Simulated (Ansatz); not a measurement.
# BFH4S: the cost of one run

Program: Ansatz 0.2.0. Level of theory: RKS B3LYP-D4/6-31G*. These are calculated values, not measurements.

## Step 1: Starting point

Bond lengths: B1–F2 1.670 Å, B1–H3 1.190 Å, B1–H4 1.190 Å, B1–S5 2.190 Å, S5–H6 1.400 Å, S5–H7 1.401 Å. Angles: F2–B1–H3 120.0°, F2–B1–H4 120.0°, F2–B1–S5 71.6°, H3–B1–H4 120.0°, H3–B1–S5 97.0°, H4–B1–S5 101.2°, B1–S5–H6 109.5°, B1–S5–H7 62.2°, H6–S5–H7 145.3°.

As a file:

```xyz
7

B     0.0000    0.0000    0.0000
F     0.0000    0.0000    1.6700
H     1.0305    0.0000   -0.5950
H    -1.0305    0.0000   -0.5950
S     0.0915   -2.0763    0.6906
H    -0.6660   -2.8867   -0.1635
H     0.0470   -1.0665    1.6601
```

## Step 2: Pulling towards end A

Springs on the bonds that form and break draw the guess towards this end; the thresholds are loose.

The input, input.yaml:

```yaml
crystal:
  periodic: [false, false, false]
  atoms:
    - { symbol: B, position_ang: [0.0, 0.0, 0.0] }
    - { symbol: F, position_ang: [0.0, 0.0, 1.67] }
    - { symbol: H, position_ang: [1.0305, 0.0, -0.595] }
    - { symbol: H, position_ang: [-1.0305, 0.0, -0.595] }
    - { symbol: S, position_ang: [0.0915, -2.0763, 0.6906] }
    - { symbol: H, position_ang: [-0.666, -2.8867, -0.1635] }
    - { symbol: H, position_ang: [0.047, -1.0665, 1.6601] }
basis:
  gaussian: { orbitals: "6-31G*" }
hamiltonian:
  xc: b3lyp
  dispersion: d4
relax:
  f_tol: 0.15
  max_steps: 25
  restrain:
    - { distance: [0, 4], at: 3.09, k: 30.0 }
    - { distance: [6, 1], at: 2.12, k: 30.0 }
    - { distance: [0, 1], at: 1.32, k: 30.0 }
    - { distance: [6, 4], at: 1.4, k: 30.0 }
output:
  orbitals: {}
```

Launch:

```
> ansatz run input.yaml --threads 1 --pin off --max-ram 2048MiB --backend cpu --events-out ev --progress --plain --runs-dir out
```

Q: Estimate wall time and peak memory on 1 thread of Arm Neoverse V1, shared host.

About 21 s, with a peak of 0.12 GiB.
